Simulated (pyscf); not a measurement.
Structures and frequencies: ωB97X-D3(BJ)/def2-SVP in PySCF.

**Question.** For the elementary gas-phase step HO–Zn–OH + H₂Se → water (H₂O) + HO–Zn–SeH (singlet surface; O–Zn, H–Se broken, H–O, Se–Zn formed), what barrier and reaction energy does ωB97M-D3(BJ)/def2-TZVP give, measured from the separated reactants?

**Answer.** ΔE‡ = -0.11 eV, ΔE = -0.78 eV. Zero-point energy shifts the barrier by +0.04 eV. It is a four-centre exchange, with an imaginary mode of 394i cm⁻¹. On the reactant side the descent ends in an adduct with a Se–Zn contact, 0.48 eV under the separated species and 0.19 eV under the saddle at ωB97X-D3(BJ)/def2-TZVP. On the product side the descent ends in an adduct with a O–Zn contact (not fully relaxed), 0.50 eV under the separated species and 1.12 eV under the saddle at ωB97X-D3(BJ)/def2-TZVP. At ωB97M-D3(BJ) the saddle lies under the separated reactants, which points to a path from their complex (located at ωB97X-D3(BJ) alone). What is counted as formed (Se–Zn) is already present as a longer contact in the reactant adduct; forming that adduct is a step of its own. What is counted as broken (O–Zn) persists as a longer contact in the product adduct; parting that adduct is a step of its own. At ωB97X-D3(BJ)/def2-TZVP the barrier from the zero used here is -0.28 eV. One saddle was located; it need not be the lowest between these sides. Elements up to Kr have no core potential and no relativistic terms here.
